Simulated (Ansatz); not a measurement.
Input file:

```yaml
crystal:
  periodic: [false, false, false]
  atoms:
    - {symbol: B, position_ang: [0.000000, 0.000000, 0.000000]}
    - {symbol: H, position_ang: [0.622442, 1.219555, 1.216790]}
    - {symbol: H, position_ang: [-0.636915, -1.212349, 1.216502]}
    - {symbol: H, position_ang: [-0.619631, 1.213778, -1.223980]}
    - {symbol: H, position_ang: [0.634103, -1.220985, -1.209312]}
basis:
  gaussian: {orbitals: def2-mTZVP}
magnetization: {spin_polarized: false, initial_magnetization: 1}
correlation: {active_space: {window: {electrons: 5, orbitals: 6}, states: [{multiplicity: 2, weights: [1, 1, 1]}], root: 1}}
accuracy: high
scf: {lower_state_search: light}
```

```sh
$ ansatz run in.yaml --threads 1 --pin off --events-out ev --progress --plain --max-ram 2393MiB
```

Output:

```
665 factors; integrals over basis functions are off by at most 5.6e-9 eV
mean field evaluation 1: about -723.2875 eV, gradient 8.5e0 eV
mean field evaluation 2: about -723.2870 eV, gradient 8.5e0 eV
mean field evaluation 4: about -723.9350 eV, gradient 1.4e0 eV
mean field evaluation 8: about -723.9529 eV, gradient 1.5e-4 eV
mean field evaluation 16: about -724.0263 eV, gradient 4.7e-2 eV
mean field evaluation 32: about -724.0249 eV, gradient 4.6e-1 eV
mean field -724.02644937 eV, -26.6074812516 hartree, gradient 2.8e-8 eV, S^2 0.750000; 10 other end points of the search recorded, 0 dependent functions left out
reference -724.02644937 eV, -26.6074812516 hartree; 5, 4 occupied and 26, 27 virtual orbitals, 665 factors
state -726.33005631 eV, -26.6921372451 hartree
state -725.30647487 eV, -26.6545213212 hartree
state -724.22333232 eV, -26.6147165667 hartree
the orbitals are reached from a further start. From the first start the search ends at -725.28662068 eV, -26.6537916931 hartree
Total energy: -725.30647487 eV, -26.6545213212 hartree
```

Natural occupations, averaged over the states: 1.6358 1.5484 1.4668 0.1841 0.0885 0.0763.

Ran on 1 thread of Intel Xeon, shared host: 6 s wall, 0.13 GiB peak host memory.
